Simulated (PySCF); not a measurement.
## Fluorine: a sound run and one with changed settings

Sound run: F [He] 2s2 2p5, F⁺ [He] 2s2 2p4. All numbers are calculated (PySCF 2.14, scalar relativity by spin-free X2C-1e, in x2c-TZVPall (5s3p2d1f, 31 functions)). In the sound run the correlated levels freeze 1s2. The sound run starts from symmetry-adapted Hartree-Fock orbitals and uses a fine grid where one is needed.

Changed run: all electrons correlated in a basis built for the valence shell.

| species | method | sound run (hartree) | changed run (hartree) | converged |
| --- | --- | --- | --- | --- |
| F | MP2 | -99.69685 | -99.71555 | yes |
| F | CCSD(T) | -99.71230 | -99.73141 | yes |
| F⁺ | MP2 | -99.06494 | -99.08332 | yes |
| F⁺ | CCSD(T) | -99.08260 | -99.10142 | yes |

Ionisation energy of F:

```tsv
method	sound run (eV)	changed run (eV)
UHF	15.641	15.641
MP2	17.195	17.204
SCS-MP2	17.180	17.183
CCSD	17.093	17.101
CCSD(T)	17.135	17.143
```

A valence basis has no tight correlating functions, so it recovers only part of the core correlation, and not evenly between atom and ion.

For comparison, NIST gives 17.423 eV between the lowest levels.
